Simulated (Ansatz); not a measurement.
System: C2H6N (charge -1, singlet). It need not be the lowest isomer of its formula. Whether it binds its extra electron was not tested at this geometry. SMILES: C[CH-]N
Geometry from a B3LYP-D3(BJ)/def2-TZVP (Ansatz, a program for electronic structure) optimisation:
```
C
H 1 1.1051
N 1 1.4813 2 106.17
H 3 1.0154 1 108.88 2 166.40
H 3 1.0455 4 103.76 1 -118.97
C 1 1.5135 2 107.21 3 -118.35
H 6 1.1007 1 111.78 2 -52.32
H 6 1.1026 7 106.49 1 123.54
H 6 1.1379 7 106.53 8 110.72
```
Charge -1, spin multiplicity 1.

Parts of the frozen-core correlation energy in cc-pVDZ (Ansatz, hartree). Frozen orbitals: 3; correlated occupied orbitals by spin: 10 and 10; virtual: 59 and 59. Spin-orbit coupling is left out. Non-relativistic.

```json
[
 {"term": "reference (HF)", "value": "-133.55103"},
 {"term": "MP2 opposite-spin", "value": "-0.36468"},
 {"term": "MP2 same-spin", "value": "[?]"},
 {"term": "CCSD correlation", "value": "[?]"},
 {"term": "(T)", "value": "[?]"},
 {"term": "T1 diagnostic", "value": "0.012"},
 {"term": "largest doubles amplitude", "value": "0.033"}
]
```

Problem. Fill in the missing entries.

Solution. 
- MP2 same-spin, value: -0.11314
- CCSD correlation, value: -0.51754
- (T), value: -0.01503
